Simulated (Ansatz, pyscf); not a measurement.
Al–Cl [singlet] + methane (CH₄) → H₃C–Al [singlet] + hydrogen chloride (HCl), a four-centre exchange on the singlet surface: Al–Cl, C–H broken, Al–C, Cl–H formed. PySCF, gas phase, ωB97X-D3(BJ)/def2-SVP geometries. Wave-function energies: Ansatz (a first-principles code), frozen core, RHF or UHF references. In kcal/mol, from the separated reactants.

Cost: rough CPU time of the saddle's run relative to CCSD(T)/cc-pV(D+d)Z, from one job on a shared machine, with the HF step and its search for lower states.

```tsv
level	barrier	reaction energy	cost
B3LYP-D3(BJ)/def2-TZVP	55.18	+55.43	–
ωB97M-D3(BJ)/def2-TZVP	55.92	+55.26	–
CCSD(T)/cc-pV(D+d)Z	58.17	+53.04	1
CCSDT(Q)/cc-pV(D+d)Z	57.96	+53.05	100
CCSD(T)/cc-pV(T+d)Z	56.62	+53.29	7
CCSD(T)/cc-pV(Q+d)Z	56.73	+53.89	–
```

In cc-pV(D+d)Z, going from CCSD(T) to CCSDT(Q) shifts the barrier by -0.21 and the reaction energy by +0.01 kcal/mol. With HF in the quadruple-zeta basis and the correlation energy extrapolated as X⁻³ from X = 3, 4, CCSD(T) gives 56.74 and +54.42; adding the double-zeta shift gives ΔE‡ = 56.53 and ΔE = +54.43 kcal/mol, without core correlation, relativity or geometry relaxation at these levels. On the product side the descent ends in a complex, 4.45 kcal/mol under the separated species and 4.23 kcal/mol under the saddle at ωB97X-D3(BJ)/def2-TZVP. At B3LYP-D3(BJ) the saddle lies under the separated products, which points to a path from their complex (located at ωB97X-D3(BJ) alone), and parting the products costs more than the saddle. This is the saddle that the search found; another between the same sides may lie lower.
